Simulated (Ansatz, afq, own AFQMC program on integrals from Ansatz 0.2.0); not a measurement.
**AgCH2, quartet: AFQMC among the cluster methods**

```yaml
atoms:
  - { symbol: C, position_ang: [-1.0431, -0.3407, -0.2714] }
  - { symbol: Ag, position_ang: [3.2079, -1.0635, 1.2673] }
  - { symbol: H, position_ang: [-1.1888, 0.2511, 0.6319] }
  - { symbol: H, position_ang: [-0.7417, -0.1084, -1.2925] }
```

Connectivity, by distances: CH2 ··· Ag.

Basis def2-TZVP with its core potentials. Only valence electrons are correlated. Ansatz 0.2.0 and our own AFQMC program on the same integrals; the CISD trial comes from CCSD amplitudes, and released means the phaseless constraint is let go. Error bars are statistical, one sigma. No spin–orbit coupling. The metal's outer-core s and p shells are frozen, which shifts wave-function levels against functionals.

Determinant: UHF, the one that the program's search chose, which needn't be the lowest solution. The geometry is a PBE0/def2-SVP stationary point of this or a neighbouring charge and spin state.

No full CI on the walks' own integrals is used here. The released AFQMC energy serves as the reference, which it does only where one determinant dominates, the energy is flat over the last release times and near the phaseless one (40 meV or 2 meV an electron, half that with transition metals). On small molecules, where full CI could be run and the noise was under 10 meV, such values lay within 10 meV of it in 19 cases of 20, a flattering rate, since the rule was set on those same cases; what remains of the bias isn't in the error bar.

Cautions: no spin-orbit coupling; outer-core shells of the metal frozen; higher spins were not checked; the shape changed its bonds on relaxing; the released value is read at 1.80 1/Eh, later times being too noisy (meV from the phaseless value at times in 1/Eh: -1 ± 4 at 0.24, -1 ± 4 at 0.60, -9 ± 4 at 1.20, 2 ± 7 at 1.80, 17 ± 10 at 2.60); released reference can be 30 meV off for metals.

The T1 diagnostic is 0.0121 and the weight of the determinant in the CISD state is 0.894. The ⟨S²⟩ of the determinant is 3.769 and the size of the correlated space is 17 electrons in 78 orbitals.

```csv
level,correlation energy (eV)
MP2,-10.8176
CCSD,-11.0142
CCSD(T),-11.2353
```

(1) Estimate where AFQMC with the constraint released lies against CCSD(T) on the same integrals.

(1) 1.7 ± 0.7 kJ/mol below CCSD(T).

Reference: AFQMC with the constraint released, correlation energy -11.253 ± 0.007 eV.

```csv
level,E − E(reference) (kJ/mol),share of correlation (%)
CCSD(T),1.7 ± 0.7,99.84
ph-AFQMC/CISD,-0.2 ± 0.7,100.02
```

Released energies are given only where the last usable release times agree within the noise; a slower fall can still hide under it.
